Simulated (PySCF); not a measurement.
**Assigning NMR signals**

Molfile (atoms numbered from 1):
```
C3H7Cl
     RDKit          3D

 11 10  0  0  0  0  0  0  0  0999 V2000
   -1.2099   -0.0606    0.5626 C   0  0  0  0  0  0  0  0  0  0  0  0
   -0.0597   -0.4874   -0.3357 C   0  0  0  0  0  0  0  0  0  0  0  0
    1.1124    0.4570   -0.2078 C   0  0  0  0  0  0  0  0  0  0  0  0
    2.4733   -0.0284   -1.2555 Cl  0  0  0  0  0  0  0  0  0  0  0  0
   -0.9074   -0.0382    1.6130 H   0  0  0  0  0  0  0  0  0  0  0  0
   -2.0497   -0.7522    0.4747 H   0  0  0  0  0  0  0  0  0  0  0  0
   -1.5720    0.9367    0.2996 H   0  0  0  0  0  0  0  0  0  0  0  0
    0.2679   -1.4987   -0.0798 H   0  0  0  0  0  0  0  0  0  0  0  0
   -0.3825   -0.5158   -1.3799 H   0  0  0  0  0  0  0  0  0  0  0  0
    1.4972    0.4804    0.8123 H   0  0  0  0  0  0  0  0  0  0  0  0
    0.8414    1.4721   -0.5002 H   0  0  0  0  0  0  0  0  0  0  0  0
  1  2  1  0
  2  3  1  0
  3  4  1  0
  1  5  1  0
  1  6  1  0
  1  7  1  0
  2  8  1  0
  2  9  1  0
  3 10  1  0
  3 11  1  0
M  END
```

Non-relativistic, no solvent, one computed conformer, rapidly exchanging positions averaged. NMR shieldings at B97-2/pcSseg-2/GIAO; structure optimised with PBE0-D3(BJ)/def2-TZVP; PySCF 2.14.0 with density-fitted response routines.

δ = σ(ref) − σ, references computed at the same level: 13C, 1H against TMS.

Task: Assign these signals to the numbered atoms. 13C{1H} NMR (computed): δ 52.5, 32.5, 14.8.

Result: 
52.5 → C3, sp3 CH2 bonded to Cl: the inductive effect lowers its shielding
32.5 → C2, sp3 CH2: aliphatic region, no heteroatom directly attached
14.8 → C1, methyl carbon: aliphatic region, no heteroatom directly attached

Task: Assign these signals to the numbered atoms. 1H NMR (600 MHz, computed): δ 3.35 (t, 2H), 1.76 (m, 2H), 0.94 (t, 3H).

Result: 
| δ (ppm) | atoms | environment | reason |
| --- | --- | --- | --- |
| 3.35 | H10/H11 | hydrogen on an sp3 CH2 bonded to Cl | its carbon carries Cl, hence the downfield position |
| 1.76 | H8/H9 | hydrogen on an sp3 CH2 | – |
| 0.94 | H5/H6/H7 | hydrogen on a methyl carbon | far from electronegative atoms and π systems |

Carbons that carry Cl, above all several Cl atoms, come out too deshielded, partly because spin–orbit coupling is missing. Shifts are as computed. Against solution values, carbons near 30 ppm lie about +3 ppm off and those near 130 ppm about +7 ppm; carbons on Cl a further +5 ppm. Of 1211 compounds with measured shifts, 218 miss one by over three times the rms of a fit or turn the order of signals round; such compounds aren't used in these exercises. Multiplicities follow the n + 1 count of equivalent neighbours, as no J values were calculated; m marks all less simple cases, F and P coupling included.
